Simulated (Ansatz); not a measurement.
A made-up structure of CH4AlSi, doublet:

```
7
angstrom
C -0.5945 -0.1070 -0.5522
Al 1.2754 -0.4029 -0.7351
Si 0.2691 0.7999 0.9965
H -1.3354 -0.9036 -0.5025
H -0.9692 0.7229 -1.1655
H -0.0844 1.6201 2.1004
H 1.4806 -1.8330 -0.2630
```

It is relaxed with PBE-D4/def2-SVP and then PBE0-D4/def2-TZVP (Ansatz 0.2.0). Atoms count as bonded within 1.22 times the sum of their covalent radii (H–H: 0.88 Å). The end point is not checked to be a true minimum.

Q: Does its bonding change? (Judge from chemistry; the calculation decides.)

A: Computed: No: no bond forms or breaks.

Where it ends: The first stage lowers the energy by 1.26 eV in 21 steps. It ends as CH₄AlSi ([CH2]1[AlH][SiH]1):
```csv
atom,x (Å),y (Å),z (Å)
C1,-0.6956,0.1099,-0.4199
Al2,1.1108,-0.6925,-0.1752
Si3,0.2762,1.3115,0.6884
H4,-1.6461,-0.3434,-0.1418
H5,-0.7097,0.4034,-1.4777
H6,-0.2439,1.0431,2.0787
H7,1.9498,-1.9358,-0.6738
```

Labels in which every atom is bracketed show which atoms are joined, not bond orders.

For scale, one of the runs: PBE0-D4/def2-TZVP relaxation, 129 basis functions, launched by `ansatz run in.yaml --threads 2 --pin off --events-out ev --progress --plain --max-ram 4352MiB`. Hardware: 2 CPU threads of an Arm Neoverse V1, shared host. Wall time about 29 s.
